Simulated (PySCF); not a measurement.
Basis set benchmark on one molecule

Molecule: Methyl cyclopropyl ketone (CC(=O)C1CC1, C₅H₈O).

Molfile (atoms numbered from 1):
```
C5H8O
     RDKit          3D

 14 14  0  0  0  0  0  0  0  0999 V2000
    2.1424   -0.1027   -0.4424 C   0  0  0  0  0  0  0  0  0  0  0  0
    0.8053   -0.3834    0.1907 C   0  0  0  0  0  0  0  0  0  0  0  0
    0.6793   -1.1461    1.1230 O   0  0  0  0  0  0  0  0  0  0  0  0
   -0.3714    0.3211   -0.3989 C   0  0  0  0  0  0  0  0  0  0  0  0
   -1.5177    0.6354    0.5338 C   0  0  0  0  0  0  0  0  0  0  0  0
   -1.6696   -0.4557   -0.4570 C   0  0  0  0  0  0  0  0  0  0  0  0
    2.1219   -0.3928   -1.5054 H   0  0  0  0  0  0  0  0  0  0  0  0
    2.9299   -0.6597    0.0804 H   0  0  0  0  0  0  0  0  0  0  0  0
    2.3608    0.9767   -0.4109 H   0  0  0  0  0  0  0  0  0  0  0  0
   -0.1650    1.0221   -1.2121 H   0  0  0  0  0  0  0  0  0  0  0  0
   -1.3598    0.3449    1.5760 H   0  0  0  0  0  0  0  0  0  0  0  0
   -2.0498    1.5764    0.3753 H   0  0  0  0  0  0  0  0  0  0  0  0
   -1.6185   -1.4821   -0.0840 H   0  0  0  0  0  0  0  0  0  0  0  0
   -2.3071   -0.2980   -1.3303 H   0  0  0  0  0  0  0  0  0  0  0  0
  1  2  1  0
  2  3  2  0
  2  4  1  0
  4  5  1  0
  5  6  1  0
  6  4  1  0
  1  7  1  0
  1  8  1  0
  1  9  1  0
  4 10  1  0
  5 11  1  0
  5 12  1  0
  6 13  1  0
  6 14  1  0
M  END
```

Geometry PBE0-D3(BJ)/def2-SVP throughout; GIAO in PySCF, gas phase, one conformer, non-relativistic; equivalent atoms averaged; functional PBE0.

Reference values (measured; solution, not stated per compound (mostly CDCl3 or CCl4); Pretsch, Buehlmann, Badertscher, Structure Determination of Organic Compounds, 4th ed. (2009)): δ(C4) = 20.1 ppm, δ(C5/C6) = 9.6 ppm, δ(H10) = 1.83 ppm. Computed shifts are taken against TMS, calculated as an isolated molecule at each level.

How do the basis sets STO-3G, 6-31G, pcSseg-0, 6-31G*, def2-SVP, cc-pVDZ, pcSseg-1, 6-311+G(2d,p), aug-cc-pVDZ, def2-TZVP, IGLO-III, cc-pVTZ, pcSseg-2 perform against the reference? Times are CPU seconds on shared hosts with different chips, so compare them loosely.

Results:


```
    basis set  functions    C4  C5/C6   H10  mean abs. error C  abs. error H  core-s
       STO-3G         38  23.4   19.9  1.75                6.8          0.08     2.5
        6-31G         70  23.0   14.5  1.76                3.9          0.07     4.8
     pcSseg-0         70  23.2   15.6  1.50                4.5          0.33     4.7
       6-31G*        100  20.8   13.6  1.62                2.3          0.21       7
     def2-SVP        124  20.9   12.8  1.44                2.0          0.39     8.5
      cc-pVDZ        124  22.6   13.9  1.41                3.4          0.42     8.4
     pcSseg-1        142  20.8   13.7  1.53                2.4          0.30       9
6-311+G(2d,p)        210  21.4   13.1  1.78                2.4          0.05      19
  aug-cc-pVDZ        210  21.3   13.1  1.82                2.3          0.01      22
    def2-TZVP        234  21.4   13.1  1.83                2.4          0.00      23
     IGLO-III        290  21.8   13.5  1.82                2.8          0.01      35
      cc-pVTZ        292  20.9   13.3  1.79                2.2          0.04      33
     pcSseg-2        328  22.1   14.0  1.85                3.2          0.02      46
```

For 13C the closest is def2-SVP (2.0 ppm, with cc-pVTZ practically level) and the furthest STO-3G (6.8 ppm).

For 1H the closest is def2-TZVP (0.00 ppm, with aug-cc-pVDZ, IGLO-III, pcSseg-2 practically level) and the furthest cc-pVDZ (0.42 ppm). Where a smaller basis beats a larger one, errors probably cancel; the largest sets show where the functional converges. One molecule is a small sample, and vibrational and solvent effects are absent from the calculation.

A small basis that lands close on one nucleus may do so by chance; judge by the trend and by all nuclei.
